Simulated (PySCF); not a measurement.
**Diamond-structure Si**

Level of theory: PBE (GTH pseudopotentials, Gaussian basis; PySCF).

Cell: measured lattice: a = 5.430 Å, b = 5.430 Å, c = 5.430 Å, α = 90.00°, β = 90.00°, γ = 90.00°.

```
Quantity                                             Result
-------------------------------------------  --------------
band gap                                     0.57 eV ± 0.02
smallest direct gap on the k points sampled  2.56 eV ± 0.02
```

Note: cell and atoms aren't relaxed at this level.

A ± is a rough bar: the spread of an extrapolation, a floor set from checks against published values, or a statistical error.

Static lattice: no zero-point or thermal effects.
